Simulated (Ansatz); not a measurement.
# Basis or method: vertical ionisation to the singlet of CH3

CH3, doublet; coordinates (Å): C 0.000 0.000 0.000; H 1.080 0.014 0.000; H -0.552 0.928 -0.003; H -0.528 -0.942 0.003. Quantity: vertical ionisation to the singlet.

Ansatz 0.2.0, basis 6-31G or cc-pVDZ or cc-pVTZ; geometries are PBE0/def2-TZVP minima. Wave-function levels freeze the cores; HF, MP2 and coupled cluster are restricted for singlets and unrestricted otherwise, Kohn–Sham unrestricted where that lies lower. NEVPT2 stands on CASSCF in the full valence space. The reference is CCSDT(Q) or full CI (coupled cluster only where its series has nearly closed). Semilocal and hybrid functionals correlate all electrons outside any core potential and usually lie nearer their basis limit than the reference, so part of their error here is the reference's basis and frozen-core error; RPA and the MP2 part of double hybrids freeze the same cores as the reference. None of these values is a measured one. Energies are electronic, without zero-point terms. No spin–orbit coupling and no scalar relativity. The species are chosen: bound, without strong static correlation by their natural occupations or amplitudes, in their lowest spin state as far as vertical gaps and like structures tell, with only the lowest ion state computed, and with a ladder that closes on the reference, so errors are smaller than for species at large; levels whose determinant breaks symmetry or spin markedly are left out.

```
    level       6-31G (eV)     cc-pVDZ (eV)      cc-pVTZ (eV)
reference  9.311 (full CI)  9.516 (full CI)  9.712 (CCSDT(Q))
       HF            8.988            8.932             8.971
  CCSD(T)            9.310            9.514             9.709
   NEVPT2            9.196            9.384             9.548
      PBE            9.850            9.921             9.999
   r2SCAN           10.006           10.044            10.107
     PBE0            9.852            9.887             9.949
  wB97M-V            9.533            9.599             9.674
```

From 6-31G to cc-pVTZ the reference moves by 0.401 eV and PBE by 0.149; the step from CCSD(T) to the reference is 0.001 in the first and 0.004 in the last.
